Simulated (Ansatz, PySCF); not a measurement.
System: ClF, charge 0, multiplicity 1. SMILES: FCl
Geometry from a B3LYP-D3(BJ)/def2-TZVP (Ansatz, a first-principles code) optimisation:
```xyz
2

F      0.0000     0.0000    -1.0729
Cl     0.0000     0.0000     0.5680
```
Charge 0, spin multiplicity 1.

Wanted: atomisation energy (electronic, to ground-state atoms), in kcal/mol. Cores are frozen in the correlated levels unless marked. UHF or UKS for open shells. Spin-orbit coupling is left out. Non-relativistic. The coupled-cluster limit lacks core correlation, which all-electron functionals hold. CBS(X,Y): correlation extrapolated as X^-3; Hartree-Fock from the larger set (for Q and 5 zeta extrapolated as (X+1)exp(-9√X)).

| level | program | atomisation energy (kcal/mol) |
|---|---|---|
| BP86-D4/def2-TZVPD | PySCF + dftd4 | 71.3 |
| M06-L-D4/def2-TZVPD | PySCF + dftd4 | 60.9 |
| B2PLYP-D4/def2-TZVPD | Ansatz + dftd4 | … |
| CCSD/6-31G* | Ansatz | … |
| CCSD/def2-SVP | Ansatz | 43.6 |
| CCSD(T)/CBS(cc-pV(Q+d)Z,cc-pV(5+d)Z) | Ansatz | … |

Task: Complete the blanks.

Result: 
- B2PLYP-D4/def2-TZVPD, atomisation energy (kcal/mol): 59.8
- CCSD/6-31G*, atomisation energy (kcal/mol): 47.5
- CCSD(T)/CBS(cc-pV(Q+d)Z,cc-pV(5+d)Z), atomisation energy (kcal/mol): 62.6
